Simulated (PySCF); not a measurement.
## How the method moves the adiabatic energies of losing or gaining an electron of `C=C[CH2+]` ([C3H5]+)

All levels share the PBE0-D3(BJ)/def2-SVP structures and the PBE0-D3(BJ)/def2-SVP thermal terms; only the single-point energies (PySCF) change. Values are adiabatic energies of losing or gaining an electron (0 K, eV).

```jsonl
{"level": "HF/ma-def2-TZVP", "recombination energy to the radical": "7.63", "time": "5.2 s"}
{"level": "B97-2/ma-def2-TZVP", "recombination energy to the radical": "8.00", "time": "21 s"}
{"level": "PBE0-D3(BJ)/6-31G", "recombination energy to the radical": "8.03", "time": "5.5 s"}
{"level": "TPSS-D3(BJ)/ma-def2-TZVP (grid 3)", "recombination energy to the radical": "8.05", "time": "83 s"}
{"level": "M06-L/ma-def2-TZVP (grid 3)", "recombination energy to the radical": "8.10", "time": "79 s"}
{"level": "M06-2X/ma-def2-TZVP (grid 3)", "recombination energy to the radical": "8.10", "time": "64 s"}
{"level": "B3LYP-D3(BJ)/ma-def2-TZVP", "recombination energy to the radical": "8.12", "time": "22 s"}
{"level": "PBE0-D3(BJ)/6-31+G*", "recombination energy to the radical": "8.15", "time": "8.4 s"}
{"level": "PBE0-D3(BJ)/def2-TZVP", "recombination energy to the radical": "8.18", "time": "18 s"}
{"level": "PBE0-D3(BJ)/ma-def2-TZVP", "recombination energy to the radical": "8.18", "time": "–"}
{"level": "PBE0-D3(BJ)/6-311+G**", "recombination energy to the radical": "8.19", "time": "13 s"}
{"level": "PBE0-D3(BJ)/pcseg-2", "recombination energy to the radical": "8.20", "time": "26 s"}
{"level": "LDA/ma-def2-TZVP", "recombination energy to the radical": "8.20", "time": "28 s"}
{"level": "PBE0-D3(BJ)/ma-def2-SVP", "recombination energy to the radical": "8.26", "time": "9.8 s"}
{"level": "LC-ωPBE/ma-def2-TZVP", "recombination energy to the radical": "8.41", "time": "37 s"}
```

Times are wall times for all single points of a level on 1 thread of Arm Neoverse N1, a shared host; the dash marks the run that also made the structures. LC-ωPBE, LDA, M06-L, TPSS ran on a slower path of this set-up, which computes the density-fitting integrals anew in every SCF cycle while the other levels store them. So the times needn't show the usual order of cost, and those levels read slower than they are.

Hartree-Fock leaves out electron correlation, so its ionisation energies and electron affinities from energy differences mostly come out too low, often by 1 eV or more, where an electron pair is broken or made.

The spread: 0.78 eV, from 7.63 to 8.41.
